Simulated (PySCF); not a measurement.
**Computed spin Hamiltonian**

Species: C4H7FN (doublet state).
Structure used (GFN2-xTB), in Å, numbered top down from 1:
```xyz
13
C4H7FN angstrom
N      1.8742   -0.3107    0.4102
C      0.9055    0.0711   -0.6031
C     -0.4518   -0.5205   -0.2373
C     -1.6891    0.0921   -0.7068
C     -1.3518    0.2619    0.6995
F     -0.9013    1.4836    1.1436
H      2.8033   -0.0046    0.1445
H      1.6419    0.1358    1.2918
H      1.2268   -0.3537   -1.5588
H      0.7962    1.1596   -0.7254
H     -0.3934   -1.6010   -0.1203
H     -2.5481   -0.2087   -1.2590
H     -1.9169   -0.2045    1.5033
```

The hyperfine couplings belong to this conformer and change with its torsions.

Identity: `NC[C@@H]1[CH][C@@H]1F` [radical].

Computed, not measured: PySCF 2.14.0, UKS B3LYP, pcH-1 on C F H N, non-relativistic, mean-field spin-orbit, GIAO. The structure is a single GFN2-xTB conformer in the gas phase; no vibrational or solvent corrections. A GFN2-xTB geometry isn't a minimum of the functional, and hyperfine couplings can be far from their values at a DFT geometry. The SCF solution wasn't tested for stability.

```json
{"g1, g2, g3": "2.00203, 2.00247, 2.00313", "g_iso": "2.00254", "Form of g": "rhombic: the two nearest values differ by 40 % of g3 − g1", "⟨S²⟩": "0.7535 (exact 0.7500)", "α and β electrons": "24, 23", "Total energy": "-311.13085 Eh"}
```

Isotropic coupling and dipolar principal values T1 to T3, in mT; ρ(0) is the spin density at the nucleus (MHz turned into mT with g_iso):

```json
{"atom": "N1", "isotope": "14N", "a_iso": "-0.05", "T1": "-0.01", "T2": "-0.01", "T3": "0.02", "Mulliken spin population": "0.00", "ρ(0) (bohr⁻³)": "-0.0041"}
{"atom": "C2", "isotope": "13C", "a_iso": "2.18", "T1": "-0.21", "T2": "-0.19", "T3": "0.39", "Mulliken spin population": "0.04", "ρ(0) (bohr⁻³)": "0.0544"}
{"atom": "C3", "isotope": "13C", "a_iso": "-0.87", "T1": "-0.17", "T2": "0.02", "T3": "0.15", "Mulliken spin population": "-0.06", "ρ(0) (bohr⁻³)": "-0.0218"}
{"atom": "C4", "isotope": "13C", "a_iso": "7.89", "T1": "-2.74", "T2": "-2.59", "T3": "5.32", "Mulliken spin population": "0.97", "ρ(0) (bohr⁻³)": "0.1967"}
{"atom": "C5", "isotope": "13C", "a_iso": "-0.75", "T1": "-0.23", "T2": "-0.05", "T3": "0.28", "Mulliken spin population": "-0.01", "ρ(0) (bohr⁻³)": "-0.0187"}
{"atom": "F6", "isotope": "19F", "a_iso": "5.18", "T1": "-2.03", "T2": "-1.75", "T3": "3.79", "Mulliken spin population": "0.02", "ρ(0) (bohr⁻³)": "0.0345"}
{"atom": "H7", "isotope": "1H", "a_iso": "0.06", "T1": "-0.05", "T2": "-0.02", "T3": "0.07", "Mulliken spin population": "0.00", "ρ(0) (bohr⁻³)": "0.0004"}
{"atom": "H8", "isotope": "1H", "a_iso": "0.02", "T1": "-0.06", "T2": "-0.04", "T3": "0.10", "Mulliken spin population": "0.00", "ρ(0) (bohr⁻³)": "0.0001"}
{"atom": "H9", "isotope": "1H", "a_iso": "-0.01", "T1": "-0.13", "T2": "-0.07", "T3": "0.20", "Mulliken spin population": "0.00", "ρ(0) (bohr⁻³)": "-0.0001"}
{"atom": "H10", "isotope": "1H", "a_iso": "-0.13", "T1": "-0.21", "T2": "-0.06", "T3": "0.27", "Mulliken spin population": "0.00", "ρ(0) (bohr⁻³)": "-0.0008"}
{"atom": "H11", "isotope": "1H", "a_iso": "3.09", "T1": "-0.17", "T2": "-0.08", "T3": "0.25", "Mulliken spin population": "0.04", "ρ(0) (bohr⁻³)": "0.0194"}
{"atom": "H12", "isotope": "1H", "a_iso": "-1.09", "T1": "-1.24", "T2": "-0.11", "T3": "1.36", "Mulliken spin population": "-0.02", "ρ(0) (bohr⁻³)": "-0.0068"}
{"atom": "H13", "isotope": "1H", "a_iso": "1.02", "T1": "-0.20", "T2": "-0.07", "T3": "0.27", "Mulliken spin population": "0.01", "ρ(0) (bohr⁻³)": "0.0064"}
```

The largest Mulliken spin population is on C4 (+0.97). The angles at C4 add up to 336.0°, so it is pyramidal.

Under fast tumbling the dipolar parts average out, and these isotropic splittings remain (the largest six): 1 × 19F (F6, I = 1/2, 2 lines) with 5.18 mT, 1 × 1H (H11, I = 1/2, 2 lines) with 3.09 mT, 1 × 1H (H12, I = 1/2, 2 lines) with 1.09 mT, 1 × 1H (H13, I = 1/2, 2 lines) with 1.02 mT, 1 × 1H (H10, I = 1/2, 2 lines) with 0.13 mT and 1 × 14N (N1, I = 1, 3 lines) with 0.05 mT.

Means are taken over nuclei equivalent by connectivity, which assumes that they swap fast.

The 13C coupling of C4 (221.2 MHz) shows only in satellite lines or after enrichment, since that isotope makes up about 1.07 % of natural carbon.
